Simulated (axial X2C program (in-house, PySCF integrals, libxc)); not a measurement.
**Correcting the dissociation energy of MgSi⁺ for spin–orbit coupling**

A spin-free CCSD(T) curve (one-electron X2C) was computed with an in-house all-electron X2C program for linear molecules (integrals from PySCF), basis Si dyall-v3z [8s7p2d1f], Mg dyall-cv3z [9s8p6d3f] (cores contracted in-house), for the state M_S = 1/2, Λ = 1 (beyond evenly filled blocks: π+α). It gives D0 = 1.704 eV to Si + Mg+, which in a spin-free picture are the weighted means of the ground terms.

Correlated methods: 5 electrons correlated (number of frozen shells: Si 2 s, 1 p; Mg 2 s, 1 p), 215 virtual spin orbitals or spinors in MP2, 84 natural virtuals in coupled cluster.

Measured levels of the ground terms (NIST Handbook of Basic Atomic Spectroscopic Data), in cm⁻¹: Si 3P: J = 0 at 0, J = 1 at 77.1, J = 2 at 223.2; Mg+ 2S: J = 1/2 at 0.

The two components of the molecular doublet are 158 cm⁻¹ apart in the PBE0 2c search (Ω = 1/2 lower), so the lower one lies 79 cm⁻¹ under their mean.

How far does each ground level lie under the (2J+1)-weighted mean of its term?

Si: (1 × 0 + 3 × 77.1 + 5 × 223.2)/9 = 150 cm⁻¹; Mg+: a single level, 0.

Correct D0.

D0 = 1.704 + (79 − 150)/8065.5 = 1.695 eV at CCSD(T) with these spin–orbit terms.

Second-order spin–orbit effects in the molecule, which grow quickly with Z, are left out. The state is a single determinant with fixed occupations, the lowest that a limited PBE0 search found. De is counted from the lowest determinant-based energies of the atoms at the same level, without counterpoise correction. Coupled cluster ran in a truncated set of natural virtual spinors; the MP2 energy of the rest was added. (T) has no such correction and the atoms are truncated less, which lowers De at CCSD(T) by a hundredth of an eV or more.
